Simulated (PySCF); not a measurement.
What does the PBE0-D3(BJ)/def2-SVP structure of `CS(=O)(=O)Cl` look like in three dimensions?

```xyz
8
CH3ClO2S angstrom
C     -0.0338    2.4809    1.7396
S      1.7056    2.1367    1.8133
O      2.1658    1.7190    0.5093
O      1.9927    1.3786    3.0092
Cl     2.4186    4.0864    2.1283
H     -0.3428    2.8999    2.7040
H     -0.2133    3.1737    0.9096
H     -0.5142    1.5092    1.5564
```

Orientation and origin are arbitrary. Atoms count from 1 in this order. S2 (sulfonyl sulfur) is distorted tetrahedral (angles from 99.1° to 122.2°).

Bonds between heavy atoms (Å): C1–S2 1.775, S2=O3 1.445, S2=O4 1.445, S2–Cl5 2.100.

Level of theory: PBE0-D3(BJ)/def2-SVP geometry optimisation, gas phase (PySCF 2.14.0).

Point group: Cs (tolerance 0.08 Å). PBE0-D3(BJ)/def2-SVP frequencies: not computed here.

***

Problem. Write Cartesian coordinates for difluoromethane, `FCF` as optimised with GFN2-xTB.

Solution. 
```
atom  x, y, z in Å
F1    -1.0618    0.7495   -0.0673
C2    -0.0007   -0.0729   -0.0014
F3     1.1126    0.6798    0.0213
H4    -0.0572   -0.6504    0.9316
H5     0.0157   -0.7031   -0.9013
```

Any rigid rotation of these coordinates is as good. Atoms count from 1 in this order. 

Bonds between heavy atoms (Å): F1–C2 1.344, C2–F3 1.344.

Structure optimised with GFN2-xTB, isolated species.

Point group: C2v (every atom within 0.08 Å of its image). Whether it is a minimum is left open (no frequencies).

All values are computed, not measured.

***

**Question.** Give a PBE0-D3(BJ)/def2-SVP geometry of `C[Se-]`. (Charge -1.)

**Answer.** 
Z-matrix in Å and degrees, rows numbered from 1:
```
C 
Se  1  1.9665
H   1  1.1069  2  112.20
H   1  1.1070  2  112.23  3  -120.01
H   1  1.1070  2  112.22  3   119.99
```

Computed, not measured: PBE0-D3(BJ)/def2-SVP geometry optimisation, gas phase in PySCF 2.14.0.

Point group: C3v (every atom within 0.08 Å of its image). No frequency check.
